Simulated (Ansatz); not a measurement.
The same path of BH4N + FH (8 atoms, charge 0, multiplicity 1) was run twice with different band settings. Lost on the way: F7–H8. Made: B1–F7, N2–H8.

Computed with Ansatz 0.2.0, RKS BLYP-D4/def2-SVP.

Relaxed end points:

```xyz
8
Properties=species:S:1:pos:R:3
B 0.035 -0.265 0.234
N 0.021 -0.174 1.646
H -0.815 -0.365 2.205
H 0.877 -0.142 2.207
H 1.096 -0.170 -0.337
H -1.013 -0.447 -0.340
F -0.326 2.481 0.743
H -0.222 1.680 1.245
```

```xyz
8
Properties=species:S:1:pos:R:3
B 0.021 0.398 0.076
N -0.114 0.214 1.759
H -0.347 -0.759 2.009
H 0.771 0.461 2.231
H 0.934 -0.382 -0.212
H -1.102 0.085 -0.328
F 0.341 1.753 -0.072
H -0.850 0.828 2.140
```

Common settings: spring 5.0 eV/Å²; optimiser quadratic models (default); start path through a guess of the saddle point; force threshold 0.05 eV/Å; iteration limit 60; end points relaxed.

| run | movable images | climbing image |
| --- | --- | --- |
| 1 | 5 | yes |
| 2 | 4 | no |

Problem. What does each run give, and how far can it be trusted?

Solution. Run 1: converged after 15 iterations, highest image 0.334 eV above the first end. A vibrational analysis at the climbing image gives one clearly imaginary mode, 582i cm⁻¹: a first-order saddle point.
Run 2: converged after 10 iterations, highest image 0.188 eV above the first end. No image climbed, so the highest image needn't sit at the top of the path. A band with more images between the same ends climbed to 0.33 eV, so this one has probably stepped over the top.
The orbitals stay closed-shell, which can raise the energy where a bond breaks towards radicals; this wasn't checked here.
